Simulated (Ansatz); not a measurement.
# hcp Lu

Computed with HSE06 (Ansatz, a quantum-chemistry and plane-wave program, plane waves, PAW).

Settings: plane-wave cutoff 500 eV, 6×4×1 k mesh (along the axes of the cell as run), Fermi–Dirac smearing 0.1 eV, scalar-relativistic PAW data made under PBE.

Cell: relaxed with r²SCAN.

```
Item                                    Value
----------------------------------  ---------
surface energy of the (11-20) face  1.12 J/m²
work function of the (11-20) face     3.18 eV
```

Note: exact exchange on metals is sensitive to the k mesh and can open a false gap; the run warned that the count of filled bands differs between k points.

The slab of 12 atoms is relaxed and unreconstructed.

Spin–orbit coupling is not included.
